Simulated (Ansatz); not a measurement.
The same path of CH4NSi (7 atoms, charge -1, multiplicity 1) was run twice with different band settings. Lost on the way: Si3–H7. Made: N2–H7.

These are results of RKS PBE0-D4/def2-SVP (Ansatz 0.2.0), not measurements.

Relaxed end points:

```xyz
7
Properties=species:S:1:pos:R:3
C -0.958 -1.795 0.160
N 0.117 -1.123 -0.162
Si 0.510 0.543 -0.130
H -1.788 -1.060 0.547
H 0.918 1.052 -1.496
H -0.532 1.566 0.362
H 1.733 0.817 0.719
```

```xyz
7
Properties=species:S:1:pos:R:3
C -0.499 -1.512 0.463
N 0.412 -0.593 0.270
Si 0.429 1.306 0.119
H -1.481 -0.957 0.406
H 0.852 1.318 -1.377
H -1.081 1.399 -0.195
H 1.368 -0.961 0.313
```

Common settings: spring 5.0 eV/Å²; optimiser quadratic models (default); start path through a guess of the saddle point; force threshold 0.03 eV/Å; iteration limit 60; end points relaxed.

| run | movable images | climbing image |
| --- | --- | --- |
| 1 | 7 | yes |
| 2 | 2 | no |

(1) What does each run give, and how far can it be trusted?

Answers

(1) Run 1: converged after 39 iterations, highest image 1.967 eV above the first end. The profile has 2 maxima (images 1, 4) with wells between them (image 2): this band takes more than one step, which may be the mechanism or a detour left from its start path. A vibrational analysis at the climbing image gives one clearly imaginary mode, 1026i cm⁻¹: a first-order saddle point.
Run 2: converged after 19 iterations, highest image 0.848 eV above the first end. No image climbed, so the highest image needn't sit at the top of the path. A band with more images between the same ends climbed to 1.97 eV, so this one has probably stepped over the top. So few images can step over the top or miss a turn of the path.
The orbitals stay closed-shell, which can raise the energy where a bond breaks towards radicals; this wasn't checked here. Limits of this set-up: an anion without diffuse functions, the dipole of an ion depends on the origin.
